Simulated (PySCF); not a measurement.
PySCF input file for CH₂, SMILES [CH2] (connectivity only; charge and spin as stated), neutral, multiplicity 1, SMD-B3LYP/def2-SVP. Geometry optimised at B3LYP-D3(BJ)/def2-TZVPD. The isomer is the one that the SMILES or the coordinates give; other isomers of the formula were not compared.

```python
import numpy as np
from pyscf import gto, scf, dft
from pyscf.solvent import smd

mol = gto.M(
    atom='''
    C     0.00000000    0.00000000    0.17482721
    H     0.00000000   -0.86215509   -0.52448164
    H     0.00000000    0.86215508   -0.52448164
    ''',
    basis='def2-SVP',
    charge=0,
    spin=0,
    max_memory=1600,
    verbose=3,
)
mf = dft.RKS(mol, xc='b3lyp').density_fit(auxbasis='def2-universal-jkfit')
mf.grids.level = 3
mf.conv_tol = 1e-9
mf.max_cycle = 100
mf.kernel()
res = {}
for name in ['water', '1-octanol', 'ethanol']:
    s = mf.SMD()
    s.with_solvent.solvent, s.with_solvent.sasa_ng = name, 302
    s.kernel(mf.make_rdm1())
    res[name] = (s.e_tot, s.with_solvent.get_cds(), s.dip_moment(), s.mo_energy, s.converged)
    print(f'SMD {name}: dG(solv) = {(s.e_tot - mf.e_tot) * 627.509474:.3f} kcal/mol, of which CDS {res[name][1] * 627.509474:.3f}')
```

It prints:

```
converged SCF energy = -39.0999915562048
converged SCF energy = -39.1018830279674
Dipole moment(X, Y, Z, Debye):  0.00000, -0.00000, -2.40511
SMD water: dG(solv) = -1.187 kcal/mol, of which CDS 4.971
converged SCF energy = -39.1016610919759
Dipole moment(X, Y, Z, Debye): -0.00000,  0.00000, -2.33972
SMD 1-octanol: dG(solv) = -1.048 kcal/mol, of which CDS 4.215
converged SCF energy = -39.1030481646338
Dipole moment(X, Y, Z, Debye): -0.00000,  0.00000, -2.38395
SMD ethanol: dG(solv) = -1.918 kcal/mol, of which CDS 3.950
```

The run converged.

Cost: very roughly 4 core-seconds.
